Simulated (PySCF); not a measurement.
Gas-phase reaction: HPO₂ + 2 H₂ → PH + 2 H₂O

Energies from PySCF, thermal terms from the rigid-rotor harmonic-oscillator model, ideal gas at 1 bar. † marks an energy on the PBE0/def2-TZVP geometry and frequencies; other levels use their own. CCSD(T) freezes the core. 6-31G* has spherical d functions here. Open shells (unrestricted): PH (multiplicity 3); the rest are closed-shell singlets. B3LYP is the form with VWN-RPA correlation. HPO₂: computed as isolated molecules; such fragments, hydroxides, amides, oligomers or adducts are transient or little studied in the gas. CCSD(T) isn't extrapolated to the basis-set limit; its ΔH°(298 K) is 142.2 kJ in def2-SVP and 195.5 kJ in def2-TZVPP. The harmonic model lacks anharmonicity and excited electronic states, which grow with temperature; levels with a mode under 35 cm⁻¹ are left out. Internal rotation in HPO₂ is treated as a harmonic vibration of one conformer, which makes the entropy rough.

```
level                ΔE electronic, kJ  ΔH°(298 K), kJ  ΔS°(298 K), J/K  ΔG°(1200 K), kJ
-------------------  -----------------  --------------  ---------------  ---------------
B3LYP/6-31G*                       209             234               51              186
CCSD(T)/def2-TZVPP†                169             196               51              147
HF/6-31G*                           48              77               52               27
HF/def2-TZVP†                       69              96               51               48
M06-2X/def2-TZVP†                  203             230               51              182
PBE0/def2-QZVP†                    160             187               51              139
PBE0/def2-TZVP                     174             201               51              152
ωB97M-V/def2-TZVP†                 216             243               51              195
```
ΔH° is lowest at HF/6-31G* and highest at ωB97M-V/def2-TZVP†. No reference value is set beside these.
